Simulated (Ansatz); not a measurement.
Species: C2H4NO, charge 0, doublet. C2H4NO (SMILES CC([NH])=O, doublet).
B3LYP-D3(BJ)/def2-TZVP minimum from Ansatz (a quantum-chemistry and plane-wave program):
```xyz
8

O      0.4806     1.2318     0.0712
C      0.0856     0.0703    -0.0239
N      1.0063    -0.9284     0.1131
C     -1.3604    -0.3142    -0.1021
H     -1.9628     0.5531    -0.3620
H     -1.5017    -1.1086    -0.8366
H     -1.6814    -0.7025     0.8666
H      1.9064    -0.6339    -0.2739
```
Charge 0, spin multiplicity 2.

Quantity: atomisation energy (electronic, to ground-state atoms), in kcal/mol. UHF or UKS for unpaired electrons; spin-orbit terms are left out. CBS(X,Y): correlation extrapolated as X^-3, Hartree-Fock from the larger set. A bracket is a step between two methods taken in the basis named. The functionals are non-relativistic, so their misses hold any scalar relativity. '+ core + X2C': CCSD(T) terms for core correlation (cc-pwCVTZ) and scalar relativity (cc-pVTZ-DK). For partners of very few electrons the exact lower level stands in for a higher one. The UHF reference of C2H4NO (CC([NH])=O, doublet) is spin-contaminated (<S^2> up to 0.14 over the pure value in the sets run).

CCSD(T)/CBS(cc-pVTZ,cc-pVQZ) + [CCSDT(Q) - CCSD(T)]/cc-pVDZ + core + X2C (Ansatz) gives 749.6 kcal/mol.

Q: What does PBE/def2-TZVPD (Ansatz) give here, and how do the other levels compare?

A: PBE gives 781.6 kcal/mol, 32.0 kcal/mol above it. Differences of the others: r2SCAN/def2-TZVPD (Ansatz) 5.6; PBE0/def2-TZVPD (Ansatz) 5.2; CCSD(T)/CBS(cc-pVTZ,cc-pVQZ) + core + X2C (Ansatz) -1.8 kcal/mol. Nearer than PBE: r2SCAN/def2-TZVPD, PBE0/def2-TZVPD, CCSD(T)/CBS(cc-pVTZ,cc-pVQZ) + core + X2C.
